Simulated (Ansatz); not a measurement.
Input for Ansatz (development build ahead of 0.2.0):

```yaml
crystal:
  periodic: [false, false, false]
  atoms:
    - { symbol: Si, position_ang: [0.0, 0.0, -0.10271] }
    - { symbol: H, position_ang: [0.0, 0.0, 1.43794] }
basis:
  gaussian: { orbitals: cc-pVTZ }
magnetization:
  spin_polarized: true
  initial_magnetization: 1
hamiltonian:
  xc: hf
correlation:
  method: mp2
  frozen_orbitals: { H: 0, Si: 5 }
```

The input is written out in the form of the current development build from the run's settings.

Output:

```yaml
Converged: yes
Reference_energy: -289.43879 hartree
Correlation_energy: -0.08024 hartree
Total_energy: -289.51903 hartree
Spin_squared_of_the_determinant: 0.785
```
